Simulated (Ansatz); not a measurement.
SiH$_{2}$⁻, doublet in aug-cc-pVDZ: errors against UCCSDT(Q)

Geometry: a PBE0/def2-TZVPD stationary point for this spin, not checked as a minimum.

```xyz
3

Si    0.0000   -0.0723    0.0000
H     0.0000    1.0067    1.1158
H     0.0000    1.0067   -1.1158
```

Basis aug-cc-pVDZ; Ansatz 0.2.0. Only valence electrons are correlated (noble-gas cores frozen), which leaves 7 electrons in 40 orbitals. R marks a restricted (for open shells ROHF) determinant, U an unrestricted one. Active spaces: valence = (7e, 6o) chosen from the atoms' valence shells.

Full CI isn't at hand for all of this; UCCSDT(Q) serves as the reference, and is uncertain by about the last step of the cluster series. The frozen core follows each run's orbitals, which can shift R against U totals by a few meV.

For open shells CISD is restricted-active-space CI with the open shells as a complete middle space.

The UHF ⟨S²⟩ is 0.772, the T1 diagnostic (RCCSD) is 0.0208 and the largest doubles amplitude (RCCSD) is 0.068. The T1 diagnostic (UCCSD) is 0.0192.

```csv
level,E − E(RHF) (eV)
UHF,-0.1029
RMP2,-3.0222
UMP2,-3.0016
RCCSD,-3.7448
UCCSD,-3.7484
RCCSD(T),-3.8622
UCCSD(T),-3.8620
```

Q: Estimate how far UCCSDT(Q) in aug-cc-pVDZ lies from RCCSD(T). The table doesn't fix it; the size of (T) and the diagnostics are the guide.

A: UCCSDT(Q) in aug-cc-pVDZ lies 1.13 mEh below RCCSD(T), which is 26 % of the (T) step (-4.31 mEh). The diagnostics give no warning, yet the rest is a sizeable part of (T).

The other levels:

```
                   level  E − E(UCCSDT(Q)) (mEh)  share of correlation (%)  wall time
                    CISD                   12.53                     91.24     0.99 s
                 BCCD(T)                    1.13                     99.21      1.8 s
                  RCCSDT                    0.19                     99.86          –
                  UCCSDT                    0.18                     99.87          –
               RCCSDT(Q)                    0.01                     99.99       20 s
  CASSCF (valence space)                  112.51                     21.36          –
  NEVPT2 (valence space)                   34.94                     75.58     0.72 s
  MRCISD (valence space)                    8.57                     94.01          –
MRCISD+Q (valence space)                    0.44                     99.69      1.1 s
```

The correlation energy at UCCSDT(Q), counted from RHF, is -3.893 eV. That run took 19 s on 1 thread of Arm Neoverse V2, shared host.

Times hold each run's SCF and search for its determinant on a shared host, so for small cases they say little of a method's own cost; they ran on 1 thread of Arm Neoverse V2.

Natural occupations of CASSCF (valence space) about the gap: 1.996 1.979 1.972 1.000 0.028 0.026; effectively unpaired electrons, Σ n²(2−n)², 1.01.
